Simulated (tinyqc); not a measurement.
Worked calculation: UHF in the sto-6g basis, for LiH+, spin multiplicity 2. One step of it, computed by the program tinyqc.

Problem. Iteration 3: building the Fock matrix. J_ij = sum D_kl (ij|kl) with D = D(alpha) + D(beta), K_ij = sum D_kl (ik|jl) for each spin; F = H + J - K(s); E = tr D H + tr D J / 2 - 0.5 sum_s tr D(s) K(s) + E_nn.

D(alpha) after iteration 2, lower triangle:
```
            1Li 1s     1Li 2s    1Li 2px    1Li 2py    1Li 2pz     2H 1s
1Li 1s    0.573482
1Li 2s   -0.002069   0.594368
1Li 2px  -0.074859   0.000858   0.088423
1Li 2py  -0.101510   0.128921   0.126425   0.211099
1Li 2pz  -0.110376   0.066060   0.114532   0.170541   0.174159
2H 1s     0.044719  -0.097343  -0.125115  -0.229221  -0.094485  0.518979
```

D(beta) after iteration 2, lower triangle:
```
            1Li 1s     1Li 2s   1Li 2px   1Li 2py   1Li 2pz     2H 1s
1Li 1s    0.521839
1Li 2s    0.092542   0.423079
1Li 2px  -0.018434  -0.084052  0.016704
1Li 2py  -0.004162  -0.018236  0.003625  0.000787
1Li 2pz  -0.018340  -0.089276  0.017742  0.003849  0.018847
2H 1s    -0.012506  -0.060035  0.011927  0.002587  0.012670  0.008520
```

core Hamiltonian H = T + V (hartree), lower triangle:
```
            1Li 1s     1Li 2s    1Li 2px    1Li 2py    1Li 2pz      2H 1s
1Li 1s   -4.759681
1Li 2s   -1.011979  -1.372419
1Li 2px   0.000000   0.000000  -1.128123
1Li 2py   0.000000   0.000000   0.000000  -1.128123
1Li 2pz  -0.014858  -0.115642   0.000000   0.000000  -1.220381
2H 1s    -0.237992  -0.627137   0.000000   0.000000  -0.780389  -1.397350
```

Two-electron integrals (ij|kl) in chemists' order, unique and non-zero (hartree):
```
(11|11) 1.681247   (21|11) 0.242603   (21|21) 0.044507   (22|11) 0.397190
(22|21) 0.090279   (22|22) 0.290625   (31|31) 0.009437   (32|31) 0.014261
(32|32) 0.064236   (33|11) 0.397190   (33|21) 0.090279   (33|22) 0.290625
(33|33) 0.313125   (41|41) 0.009437   (42|41) 0.014261   (42|42) 0.064236
(43|43) 0.016875   (44|11) 0.397190   (44|21) 0.090279   (44|22) 0.290625
(44|33) 0.279374   (44|44) 0.313125   (51|51) 0.009437   (52|51) 0.014261
(52|52) 0.064236   (53|53) 0.016875   (54|54) 0.016875   (55|11) 0.397190
(55|21) 0.090279   (55|22) 0.290625   (55|33) 0.279374   (55|44) 0.279374
(55|55) 0.313125   (61|11) 0.055748   (61|21) 0.010007   (61|22) 0.020472
(61|33) 0.020188   (61|44) 0.020188   (61|51) 0.001332   (61|52) 0.002682
(61|55) 0.021039   (61|61) 0.002489   (62|11) 0.134116   (62|21) 0.030893
(62|22) 0.105432   (62|33) 0.100019   (62|44) 0.100019   (62|51) 0.005313
(62|52) 0.031172   (62|55) 0.116259   (62|61) 0.008373   (62|62) 0.063605
(63|31) 0.002583   (63|32) 0.011843   (63|53) 0.004747   (63|63) 0.004478
(64|41) 0.002583   (64|42) 0.011843   (64|54) 0.004747   (64|64) 0.004478
(65|11) 0.165989   (65|21) 0.038629   (65|22) 0.136256   (65|33) 0.127067
(65|44) 0.127067   (65|51) 0.008280   (65|52) 0.048052   (65|55) 0.154633
(65|61) 0.010944   (65|62) 0.090277   (65|65) 0.129954   (66|11) 0.308546
(66|21) 0.072429   (66|22) 0.270462   (66|33) 0.246898   (66|44) 0.246898
(66|51) 0.014221   (66|52) 0.101849   (66|55) 0.317587   (66|61) 0.020749
(66|62) 0.205006   (66|65) 0.302040   (66|66) 0.774999
```

nuclear repulsion = 0.92783848 hartree

Give: Coulomb J; exchange K(alpha); exchange K(beta); F(alpha); F(beta); total energy of this density.

Solution.

Coulomb J (hartree), lower triangle:
```
          1Li 1s   1Li 2s  1Li 2px  1Li 2py  1Li 2pz   2H 1s
1Li 1s    2.5891
1Li 2s    0.4345   0.9838
1Li 2px  -0.0047  -0.0160   0.9724
1Li 2py   0.0000   0.0058   0.0044   0.9760
1Li 2pz   0.0015   0.0296   0.0034   0.0037   1.0031
2H 1s     0.1004   0.3850  -0.0022   0.0017   0.5035  1.0536
```

exchange K(alpha) (hartree), lower triangle:
```
          1Li 1s   1Li 2s  1Li 2px  1Li 2py  1Li 2pz   2H 1s
1Li 1s    0.9982
1Li 2s    0.2037   0.2377
1Li 2px  -0.0332  -0.0215   0.0771
1Li 2py  -0.0330   0.0095   0.0375   0.1134
1Li 2pz  -0.0316   0.0289   0.0174   0.0203   0.1327
2H 1s     0.0511   0.1461  -0.0180  -0.0230   0.1521  0.3798
```

exchange K(beta) (hartree), lower triangle:
```
          1Li 1s   1Li 2s  1Li 2px  1Li 2py  1Li 2pz   2H 1s
1Li 1s    0.9389
1Li 2s    0.2015   0.1531
1Li 2px  -0.0160  -0.0304   0.0390
1Li 2py  -0.0035  -0.0066   0.0011   0.0343
1Li 2pz  -0.0209  -0.0413   0.0068   0.0015   0.0400
2H 1s     0.0405   0.0231  -0.0045  -0.0010  -0.0012  0.0049
```

F(alpha) (hartree), lower triangle:
```
          1Li 1s   1Li 2s  1Li 2px  1Li 2py  1Li 2pz    2H 1s
1Li 1s   -3.1688
1Li 2s   -0.7812  -0.6263
1Li 2px   0.0285   0.0055  -0.2328
1Li 2py   0.0330  -0.0037  -0.0331  -0.2656
1Li 2pz   0.0182  -0.1150  -0.0140  -0.0166  -0.3500
2H 1s    -0.1887  -0.3882   0.0158   0.0247  -0.4290  -0.7235
```

F(beta) (hartree), lower triangle:
```
          1Li 1s   1Li 2s  1Li 2px  1Li 2py  1Li 2pz    2H 1s
1Li 1s   -3.1095
1Li 2s   -0.7790  -0.5417
1Li 2px   0.0113   0.0144  -0.1947
1Li 2py   0.0035   0.0125   0.0033  -0.1864
1Li 2pz   0.0075  -0.0447  -0.0034   0.0023  -0.2573
2H 1s    -0.1781  -0.2653   0.0023   0.0027  -0.2756  -0.3486
```

total energy of this density = -5.272614 hartree

This density is a damped mixture and is not idempotent.
